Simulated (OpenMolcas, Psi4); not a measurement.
# How methods differ on SiNH5 (SMILES [SiH3]N)

SiNH5: 7 atoms, total charge 0, spin state singlet. SMILES: `[SiH3]N`. The shape is that of a PBE0-D4/def2-TZVP optimisation.

Each level gives the dipole moment (D). The values are calculated.

```
           level                    kind     program  value (D)  CPU time
    HF/def2-TZVP            Hartree–Fock  OpenMolcas       1.36      11 s
 SVWN5/def2-TZVP                     LDA  OpenMolcas       1.39      26 s
  BLYP/def2-TZVP                     GGA        Psi4       1.38      39 s
   PBE/def2-TZVP                     GGA        Psi4       1.39      62 s
r2SCAN/def2-TZVP                meta-GGA  OpenMolcas       1.41      48 s
 B3LYP/def2-TZVP           global hybrid  OpenMolcas       1.36      34 s
 wB97X/def2-TZVP  range-separated hybrid        Psi4       1.38      37 s
```

The values span 1.36 to 1.41 D. Magnitudes only. CPU times are rough (shared hosts, several kinds of processor): they show what a rung costs within a factor of a few.
